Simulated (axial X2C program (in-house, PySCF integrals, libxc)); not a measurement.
# Ionising MgP

All values come from calculations with an in-house relativistic program for diatomic molecules, spin-free (one-electron X2C) or two-component (2c: spin–orbit coupling with atomic mean-field Coulomb and Gaunt terms, which also bring small scalar terms), in Dyall basis sets with cores contracted in-house; open shells are unrestricted.

Basis sets: Mg dyall-cv3z, P dyall-v3z.

```tsv
Hamiltonian	level	MgP state	Re (Å)	ωe (cm⁻¹)	De (eV)
spin-free	HF	M_S = 3/2, Λ = 0	2.532	318.0	0.28
spin-free	PBE0	M_S = 3/2, Λ = 0	2.534	309.9	0.84
2c	HF	Ω = 3/2	2.532	317.8	0.28
2c	PBE0	Ω = 3/2	2.534	309.7	0.84
```

Adiabatic ionisation energy (minimum to minimum, no zero-point term) and constants of MgP⁺:

```
Hamiltonian  level      MgP⁺ state  IE (eV)  Re (Å)  ωe (cm⁻¹)  De (eV)  fragments
  spin-free     HF  M_S = 1, Λ = 0     6.36   2.714      205.1     0.53    P + Mg+
  spin-free   PBE0  M_S = 1, Λ = 0     6.90   2.440      360.1     1.50    P + Mg+
         2c     HF           Ω = 1     6.36   2.714      205.1     0.53    P + Mg+
         2c   PBE0           Ω = 1     6.89   2.440      359.9     1.50    P + Mg+
```

Problem. Add the zero-point terms to the ionisation energy at PBE0, 2c, and say whether the electron removed was bonding.

Solution. IE0 = IE + (ωe⁺ − ωe)/2 = 6.89 + (0.003) = 6.89 eV. Re changes by -0.094 Å, so the bond shortens, as on loss of an antibonding or a polarising non-bonding electron.

Problem. Close the cycle De(MgP⁺) + IE(MgP) = De(MgP) + IE(Mg) to find the atomic ionisation energy at PBE0, 2c.

Solution. IE(Mg) = 1.50 + 6.89 − 0.84 = 7.55 eV, for the determinants used.

Each entry is the lowest single determinant of a limited PBE0 search at one distance. De goes to single-determinant-based atoms at the same level (for ions the charge split of lowest energy) and is withheld (n/a) where an atom does not fit its ground term or J level. Main or longest-lived isotopes. One determinant is a doubtful description, or other states lie close, for MgP, MgP⁺; these need not be ground states, and all values refer to the states named. Some open-shell Ω = 0 determinants are out of reach, so the Ω given for MgP⁺ need not be the lowest component. With several unpaired electrons the Ω given is that of one determinant, not necessarily of the lowest component.
